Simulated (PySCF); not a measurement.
# NOF (nitrosyl fluoride): CCSD(T)/aug-cc-pVDZ

Aim: the vertical ionisation energy of NOF (nitrosyl fluoride) at CCSD(T)/aug-cc-pVDZ, from 2 runs. Input form: a Python script.

Program for the calculation: PySCF 2.14.0.

2 further runs of the same task are left out: 2 set aside as unsound or not needed.

## 1. The system as given

NOF: 3 atoms, total charge 0, spin state singlet. As SMILES, `O=NF`. The shape is that of a GFN2-xTB optimisation.

Bond lengths: O1–N2 1.139 Å, N2–F3 1.492 Å. Angles: O1–N2–F3 111.3°.

## 2. A single-point energy at CCSD(T)/aug-cc-pVDZ

Input file input.py:

```python
from pyscf import gto, scf, cc

system = gto.Mole()
system.atom = [
    ('O', (0.881240, 0.243070, 0.511850)),
    ('N', (0.147270, -0.481640, 0.029090)),
    ('F', (-1.028520, 0.238580, -0.540950)),
]
system.basis = 'aug-cc-pvdz'
system.max_memory = 1860
system.verbose = 4
system.build()

myscf = scf.RHF(system)
myscf.conv_tol = 1e-10
myscf.kernel()
if not myscf.converged:
    myscf = myscf.newton().run(myscf.mo_coeff, myscf.mo_occ)

mycc = cc.CCSD(myscf)
mycc.kernel()
e_t = mycc.ccsd_t()
etot = mycc.e_tot + e_t
print('E(%s) = %.9f' % ('CCSD(T)', etot))
```

Started as:

```bash
$ OMP_NUM_THREADS=1 python input.py
```

The program printed:

```text
PySCF version 2.14.0

[INPUT] num. atoms = 3
[INPUT] num. electrons = 24
[INPUT] charge = 0
[INPUT] spin (= nelec alpha-beta = 2S) = 0
[INPUT] symmetry False subgroup None
[INPUT] Mole.unit = angstrom
[INPUT] Symbol           X                Y                Z      unit          X                Y                Z       unit  Magmom
[INPUT]  1 O      0.881240000000   0.243070000000   0.511850000000 AA    1.665302250012   0.459335729098   0.967256316859 Bohr   0.0
[INPUT]  2 N      0.147270000000  -0.481640000000   0.029090000000 AA    0.278299966365  -0.910167690636   0.054972132964 Bohr   0.0
[INPUT]  3 F     -1.028520000000   0.238580000000  -0.540950000000 AA   -1.943621113638   0.450850858799  -1.022247347083 Bohr   0.0

nuclear repulsion = 65.8367320556134
number of shells = 24
number of NR pGTOs = 105
number of NR cGTOs = 69
basis = aug-cc-pvdz
ecp = {}

******** <class 'pyscf.scf.hf.RHF'> ********
method = RHF
initial guess = minao
damping factor = 0
level_shift factor = 0
DIIS = <class 'pyscf.scf.diis.CDIIS'>
diis_start_cycle = 1
diis_space = 8
diis_damp = 0
SCF conv_tol = 1e-10
SCF conv_tol_grad = None
SCF max_cycles = 50
direct_scf = True
direct_scf_tol = 1e-13
Set gradient conv threshold to 1e-05
Initial guess from minao.
init E= -228.844486767559
  HOMO = -0.338317943917191  LUMO = -0.0388368187929782  gap/eV = 8.14930
cycle= 1 E= -228.494955903279  delta_E= 0.35  |g|= 0.866  |ddm|=  1.9
  HOMO = -0.521170466581121  LUMO = -0.0846378673708204  gap/eV = 11.87866
cycle= 2 E= -228.560116120487  delta_E= -0.0652  |g|= 0.737  |ddm|= 0.924
  HOMO = -0.532697686050408  LUMO = 0.0152799943773534  gap/eV = 14.91123
cycle= 3 E= -228.651869829771  delta_E= -0.0918  |g|= 0.0702  |ddm|= 0.408
  HOMO = -0.513922171824323  LUMO = 0.042234283372931  gap/eV = 15.13379
cycle= 4 E= -228.653848223385  delta_E= -0.00198  |g|= 0.0315  |ddm|= 0.0777
  HOMO = -0.51770781380465  LUMO = 0.043013943653774  gap/eV = 15.25802
cycle= 5 E= -228.654662294277  delta_E= -0.000814  |g|= 0.0175  |ddm|= 0.0653
  HOMO = -0.518750567498198  LUMO = 0.0444543003635598  gap/eV = 15.32559
cycle= 6 E= -228.654883810036  delta_E= -0.000222  |g|= 0.0102  |ddm|= 0.0304
  HOMO = -0.518233274451438  LUMO = 0.0454815768487595  gap/eV = 15.33946
cycle= 7 E= -228.654965492633  delta_E= -8.17e-05  |g|= 0.00262  |ddm|= 0.0259
  HOMO = -0.518338162533448  LUMO = 0.0456982413687852  gap/eV = 15.34821
cycle= 8 E= -228.654970120852  delta_E= -4.63e-06  |g|= 0.000669  |ddm|= 0.00598
  HOMO = -0.518287779439742  LUMO = 0.0457635518186121  gap/eV = 15.34862
cycle= 9 E= -228.654970406519  delta_E= -2.86e-07  |g|= 0.000211  |ddm|= 0.0014
  HOMO = -0.5182945530822  LUMO = 0.0457405110249969  gap/eV = 15.34818
cycle= 10 E= -228.654970434065  delta_E= -2.75e-08  |g|= 5.47e-05  |ddm|= 0.000409
  HOMO = -0.518300105718563  LUMO = 0.0457360962436528  gap/eV = 15.34821
cycle= 11 E= -228.654970436087  delta_E= -2.02e-09  |g|= 1.36e-05  |ddm|= 0.000105
  HOMO = -0.518302628894385  LUMO = 0.0457351566842812  gap/eV = 15.34825
cycle= 12 E= -228.654970436232  delta_E= -1.46e-10  |g|= 5.06e-06  |ddm|= 2.57e-05
  HOMO = -0.518303367226981  LUMO = 0.0457353293719986  gap/eV = 15.34827
cycle= 13 E= -228.65497043625  delta_E= -1.77e-11  |g|= 2.08e-06  |ddm|= 1.11e-05
  HOMO = -0.518303383492734  LUMO = 0.0457351622089064  gap/eV = 15.34827
Extra cycle  E= -228.654970436252  delta_E= -1.53e-12  |g|= 1.34e-06  |ddm|= 2.42e-06
converged SCF energy = -228.654970436252

******** <class 'pyscf.cc.ccsd.CCSD'> ********
CC2 = 0
CCSD nocc = 12, nmo = 69
max_cycle = 50
direct = 0
conv_tol = 1e-07
conv_tol_normt = 1e-05
diis_space = 6
diis_start_cycle = 0
diis_start_energy_diff = 1e+09
Init t2, MP2 energy = -229.249510280799  E_corr(MP2) -0.59453984454732
Init E_corr(CCSD) = -0.594539844547842
cycle = 1  E_corr(CCSD) = -0.564218893115204  dE = 0.0303209514  norm(t1,t2) = 0.0889617
cycle = 2  E_corr(CCSD) = -0.592214564806479  dE = -0.0279956717  norm(t1,t2) = 0.0365244
cycle = 3  E_corr(CCSD) = -0.588820783352983  dE = 0.00339378145  norm(t1,t2) = 0.0248496
cycle = 4  E_corr(CCSD) = -0.591073545517189  dE = -0.00225276216  norm(t1,t2) = 0.00820251
cycle = 5  E_corr(CCSD) = -0.591878643188798  dE = -0.000805097672  norm(t1,t2) = 0.00403807
cycle = 6  E_corr(CCSD) = -0.591843453854383  dE = 3.51893344e-05  norm(t1,t2) = 0.00182741
cycle = 7  E_corr(CCSD) = -0.591683764386789  dE = 0.000159689468  norm(t1,t2) = 0.000712065
cycle = 8  E_corr(CCSD) = -0.591708147844693  dE = -2.43834579e-05  norm(t1,t2) = 0.000329468
cycle = 9  E_corr(CCSD) = -0.591728539721762  dE = -2.03918771e-05  norm(t1,t2) = 0.000127451
cycle = 10  E_corr(CCSD) = -0.591722813147931  dE = 5.72657383e-06  norm(t1,t2) = 3.71037e-05
cycle = 11  E_corr(CCSD) = -0.591722793254902  dE = 1.98930288e-08  norm(t1,t2) = 1.99731e-05
cycle = 12  E_corr(CCSD) = -0.591721517785419  dE = 1.27546948e-06  norm(t1,t2) = 7.29644e-06
cycle = 13  E_corr(CCSD) = -0.591721490501752  dE = 2.72836672e-08  norm(t1,t2) = 4.17985e-06
CCSD converged
E(CCSD) = -229.2466919267534  E_corr = -0.591721490501752
CCSD(T) correction = -0.0252635700482779
E(CCSD(T)) = -229.271955497
```

It took 25 s on 1 thread of Arm Neoverse N1, shared host; peak memory 0.29 GiB.

## 3. The doublet cation, same level

Input file input.py:

```python
from pyscf import gto, cc

molecule = gto.Mole()
molecule.atom = [
    ('O', (0.881240, 0.243070, 0.511850)),
    ('N', (0.147270, -0.481640, 0.029090)),
    ('F', (-1.028520, 0.238580, -0.540950)),
]
molecule.spin = 1
molecule.charge = 1
molecule.verbose = 4
molecule.basis = 'aug-cc-pvdz'
molecule.max_memory = 1860
molecule.build()

hf = molecule.UHF()
hf.conv_tol = 1e-10
hf.kernel()
if not hf.converged:
    hf = hf.newton().run(hf.mo_coeff, hf.mo_occ)

mycc = cc.CCSD(hf)
mycc.kernel()
e_t = mycc.ccsd_t()
e_final = mycc.e_tot + e_t
print(f'total energy: {e_final:.8f} hartree')
```

Started as:

```bash
$ OMP_NUM_THREADS=1 python input.py
```

The program printed:

```text
PySCF version 2.14.0

[INPUT] num. atoms = 3
[INPUT] num. electrons = 23
[INPUT] charge = 1
[INPUT] spin (= nelec alpha-beta = 2S) = 1
[INPUT] symmetry False subgroup None
[INPUT] Mole.unit = angstrom
[INPUT] Symbol           X                Y                Z      unit          X                Y                Z       unit  Magmom
[INPUT]  1 O      0.881240000000   0.243070000000   0.511850000000 AA    1.665302250012   0.459335729098   0.967256316859 Bohr   0.0
[INPUT]  2 N      0.147270000000  -0.481640000000   0.029090000000 AA    0.278299966365  -0.910167690636   0.054972132964 Bohr   0.0
[INPUT]  3 F     -1.028520000000   0.238580000000  -0.540950000000 AA   -1.943621113638   0.450850858799  -1.022247347083 Bohr   0.0

nuclear repulsion = 65.8367320556134
number of shells = 24
number of NR pGTOs = 105
number of NR cGTOs = 69
basis = aug-cc-pvdz
ecp = {}

[... 125 lines left out ...]
converged SCF energy = -228.223553384596  <S^2> = 1.0591039  2S+1 = 2.2883216
[... 11 lines left out ...]
Init t2, MP2 energy = -0.508895731003916
[... 26 lines left out ...]
UCCSD converged
[... 2 lines left out ...]
total energy: -228.79953732 hartree
```

It took 2.9 min on 1 thread of Arm Neoverse N1, shared host; peak memory 1 GiB.

## 4. What came out

Level: CCSD(T)/aug-cc-pVDZ.

| quantity | value |
| --- | --- |
| singlet NOF: total energy | -229.27196 Eh |
| singlet NOF: dipole moment (Hartree–Fock density) | 1.66 D |
| singlet NOF: HOMO energy (Hartree–Fock orbitals) | -14.10 eV |
| singlet NOF: LUMO energy (Hartree–Fock orbitals) | 1.24 eV |
| singlet NOF: HOMO–LUMO gap (Hartree–Fock orbitals) | 15.35 eV |
| singlet NOF: correlation energy | -617.0 mEh |
| singlet NOF: (T) correction | -25.26 mEh |
| singlet NOF: T1 diagnostic | 0.020 |
| doublet cation: total energy | -228.79954 Eh |
| doublet cation: HOMO energy (Hartree–Fock orbitals) (highest over α and β) | -26.41 eV |
| doublet cation: LUMO energy (Hartree–Fock orbitals) (lowest over α and β) | -9.70 eV |
| doublet cation: correlation energy | -576.0 mEh |
| doublet cation: (T) correction | -22.92 mEh |
| doublet cation: ⟨S²⟩ of the reference determinant | 1.059 |
| doublet cation: T1 diagnostic | 0.049 |
| vertical ionisation energy (to the doublet cation) | 12.855 eV |

**Reading.** Removing an electron at fixed nuclei costs 12.86 eV (296 kcal/mol). Mulliken charges (singlet NOF) of the mean-field density run from -0.50 on F3 to +0.81 on N2; in a basis this large or diffuse they mean little. The triples (singlet NOF) make up 4.1 % of the correlation energy. ⟨S²⟩ (doublet cation) is 1.06 where a pure doublet has 0.75: the reference is spin-contaminated. The T1 diagnostic (doublet cation) of 0.049 is above the customary mark for such species, so a single reference may not serve. Mulliken charges (doublet cation) of the mean-field density run from -0.09 on F3 to +0.98 on N2; in a basis this large or diffuse they mean little.
